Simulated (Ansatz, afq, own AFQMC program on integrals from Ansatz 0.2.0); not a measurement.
AFQMC on a folder of integrals that Ansatz 0.2.0 wrote.

```yaml
crystal:
  periodic: [false, false, false]
  atoms:
    - {symbol: N, position_ang: [0.000000, -0.123149, 0.597204]}
    - {symbol: O, position_ang: [0.000000, 0.065186, -0.601149]}
    - {symbol: H, position_ang: [0.000000, 0.676603, 1.243294]}
basis:
  gaussian: {orbitals: cc-pVDZ}
magnetization: {spin_polarized: true, initial_magnetization: 2}
correlation: {method: ccsd_t, electrons: outside_noble_gas, hamiltonian_folder: ham}
```

```sh
$ ansatz run in.yaml --threads 1 --pin off --events-out ev --progress --plain --max-ram 1382MiB
```

Options of the walk:

```
--method phaseless --trial cisd --walkers 60 --populations 1 --least-time 40 --time-step 0.005 --steps-per-block 50 --equilibration-blocks 28 --max-blocks 300 --target-error 0.00042 --factor-cut 1e-05 --start spin_pure --seed 8336 --release-times 0.24,0.51,0.99,1.62,2.4 --release-step 0.03 --release-every 4 --taylor-order 6
```

Times are imaginary, in 1/Eh. The walk had a cap of 820 s.

Log:

```
orbitals 31  electrons 7 5  factors 231 of 309
reference energy -129.80214630 Eh
CCSD correlation -0.33044399 Eh in 12 cycles, weight of the determinant in the CISD state 0.8837
energy of the start -130.131285 Eh
 block  time / (1/Eh)  mean weight  energy / Eh
     1     0.250  1.0023  -130.128749
     2     0.500  0.9997  -130.133471
     3     0.750  0.9980  -130.135226
     4     1.000  1.0013  -130.142235
     5     1.250  0.9993  -130.140996
     7     1.750  0.9997  -130.141079
     9     2.250  1.0006  -130.144104
    17     4.250  1.0008  -130.137322
    33     8.250  0.9975  -130.133948
    49    12.250  1.0007  -130.142425
    65    16.250  1.0057  -130.150449
    81    20.250  1.0009  -130.134869
    97    24.250  1.0044  -130.132400
   113    28.250  1.0039  -130.136647
   129    32.250  1.0025  -130.143536
   145    36.250  1.0011  -130.143423
   161    40.250  1.0018  -130.147046
   177    44.250  1.0006  -130.138030
   193    48.250  1.0023  -130.153497
   209    52.250  1.0060  -130.152162
   225    56.250  0.9945  -130.167213
   241    60.250  0.9975  -130.149195
   257    64.250  0.9994  -130.146022
   273    68.250  0.9988  -130.141041
   289    72.250  0.9983  -130.137914
   305    76.250  1.0012  -130.145721
   321    80.250  1.0036  -130.140844
blocks merged  error / Eh  count
     1  0.000436  300
     2  0.000521  150
     4  0.000594  75
     8  0.000646  37
    16  0.000683  18
    32  0.000640  9
released: time / (1/Eh)  energy / Eh  error  mean overlap
  0.24  -130.143452  0.000712  0.9873
  0.51  -130.143175  0.000569  0.9782
  0.99  -130.143507  0.000681  0.9636
  1.62  -130.144709  0.000971  0.9281
  2.40  -130.143527  0.000992  0.9395
energy -130.142001 +/- 0.000683 Eh
(rows thinned)
```

The run passed its tests (sampling time, drift between the halves within three errors, error under three times the target), which doesn't prove that it has relaxed. The second half of the sampling lies below the first by 1.9 errors of their difference, so the energy may still be moving and its error bar be too small.

Against this walk (error 18.6 meV) on the same determinant: CCSD(T) 12.1 meV higher (within the noise), CCSDT(Q) 36.5 meV lower (within the noise). The error is statistical and leaves out the bias of the constraint. Released to 2.40 1/Eh the energy moves by -42 ± 33 meV (both errors), within twice the noise.

Cautions: constraint bias not in the error; error above the target (18.6 against 11.4 meV); lower spins were not checked.

The walk took 3.8 min on 1 thread of Intel(R) Xeon(R) 6975P-C (Granite Rapids), on a shared host. The log's last line is the phaseless energy.

CCSDT and higher add their correlation energy to the determinant of the CCSD(T) run, since their own runs factorise the integrals more tightly (a shift of under 2 meV). A walk keeps the symmetry of its determinant, which the program's search chose and which needn't be the lowest solution, so a lower state of the same spin and another symmetry isn't excluded.
